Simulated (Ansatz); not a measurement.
**Relaxing a trial structure of CHB2+**

The starting geometry of this gas-phase singlet was optimised with GFN2-xTB; its bonds are those of `B#C[BH+]`.

```
atom   x (Å)    y (Å)    z (Å)
   C  0.7251  -0.5665   0.1011
   B  0.8228  -1.7929  -0.4178
   B  0.6246   0.7190   0.6436
   H  0.5391   1.7758   1.0918
```

Task: Predict what becomes of its bonds when it is optimised with B3LYP/6-31G*.

Result: It rearranges to `B1=[C+]B1`. Contacts that close: B2–B3 (2.73 → 1.82 Å).

The energy falls by 0.49 eV over 14 steps:

```
step  E − E(last) (eV)
   1             0.493
   2             0.475
   4             0.401
   5             0.363
   7             0.315
   8             0.291
  10             0.093
  11             0.010
  13             0.000
  14             0.000
```

Final geometry (Å):

```xyz
4

C     0.0939   -0.8923    0.4681
B     1.1569   -1.0055   -0.3894
B     0.6159    0.4513    0.5533
H     0.8449    1.5818    0.7867
```

Frequencies at the end are all real (lowest 465 cm⁻¹). Run with Ansatz 0.2.0, 11 s on 1 thread of Arm Neoverse V1, with other jobs on the host.
